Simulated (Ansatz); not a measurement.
# [BH2···H···BH2], doublet along the distance B1-H4

Starting geometry:

```
atom    x (Å)    y (Å)    z (Å)
   B  -1.5102   0.0000   0.0000
   H  -2.1069   1.0336   0.0000
   H  -2.1069  -1.0336   0.0000
   H  -0.3167   0.0000   0.0000
   B   1.5488   0.0000   0.0000
   H   2.0579   0.0000   1.0770
   H   2.0579   0.0000  -1.0770
```

From there H4 is moved from one fragment to the other while all else, the fragments' distance too, stays fixed; atoms are numbered as listed. Energies are in kcal/mol, counted from the starting geometry at the same level. Kohn–Sham curves are unrestricted where that lies lower.

Basis cc-pVDZ; Ansatz 0.2.0. Correlated methods freeze the noble-gas cores. Prefix R: restricted or restricted open-shell reference; prefix U: unrestricted.

In so small a basis the reference is far from its limit while semilocal and hybrid functionals are nearer theirs (RPA and double hybrids share much of the reference's basis error), so the functionals' errors here hold much of the reference's basis and frozen-core error, which can add to them or hide them.

Full CI isn't at hand for all of this; UCCSDT(Q) serves as the reference, and is uncertain by about the last step of the cluster series.

| distance B1-H4 (Å) | UCCSDT(Q) | PBE0 | B3LYP | wB97M-V | B2PLYP |
| --- | --- | --- | --- | --- | --- |
| 1.110 | 2.4 | 3.0 | 2.7 | 2.5 | 2.4 |
| 1.194 | 0.0 | 0.0 | 0.0 | 0.0 | 0.0 |
| 1.293 | 1.4 | 0.6 | 0.8 | 1.1 | 1.3 |
| 1.392 | 4.4 | 2.8 | 3.2 | 3.8 | 4.1 |
| 1.492 | 6.6 | 4.5 | 4.9 | 5.8 | 6.2 |
| 1.591 | 6.4 | 4.4 | 4.9 | 5.7 | 6.1 |
| 1.690 | 4.3 | 2.8 | 3.2 | 3.8 | 4.0 |
| 1.790 | 1.7 | 1.1 | 1.3 | 1.5 | 1.7 |
| 1.889 | 1.5 | 1.6 | 1.6 | 1.5 | 1.5 |

**Question.** Judged by the spread of the error over the points with a reference (largest less smallest), which of these follows UCCSDT(Q) best and which worst?

**Answer.** Subtracting the UCCSDT(Q) column from each: best B2PLYP (errors from -0.4 to 0.0, spread 0.4 kcal/mol), worst PBE0 (from -2.1 to 0.5, spread 2.6 kcal/mol). Functionals and wave-function methods converge differently with the basis, so part of this is basis effect.
